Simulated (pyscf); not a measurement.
A first-order saddle from PySCF, ωB97X-D3(BJ)/def2-SVP:

```
Si
O 1 1.6520
H 2 0.9625 1 113.83
O 1 1.6664 2 121.50 3 77.79
H 4 0.9626 1 113.79 2 -69.43
O 1 1.6694 2 104.17 3 -172.56
H 6 0.9625 1 112.82 2 -93.79
O 1 1.8385 2 112.29 3 -75.77
H 8 0.9706 1 116.84 2 -149.76
H 8 1.1103 9 123.71 1 94.76
H 10 1.1764 8 132.94 9 -128.42
```

Surface: singlet, charge 0. Lowest wavenumbers (cm⁻¹): 1151i, 128, 182, 281, 349.

Task: Name the species on either side of this saddle.

Result: HO–SiH(OH)–OH + water (H₂O) ⇌ orthosilicic acid (HO–Si(OH)(OH)–OH) + hydrogen (H₂), a four-centre exchange read from left to right: H–Si, H–O broken and O–Si, H–H formed. At ωB97M-D3(BJ)/def2-TZVP it lies +29.4 kcal/mol from the left side and +54.1 kcal/mol from the right (each side as separated species at their lowest minima found). On the reactant side the descent ends in a bound adduct (not fully relaxed), 9.2 kcal/mol under the separated species and 39.4 kcal/mol under the saddle at ωB97X-D3(BJ)/def2-TZVP. One saddle was located; it need not be the lowest between these sides.
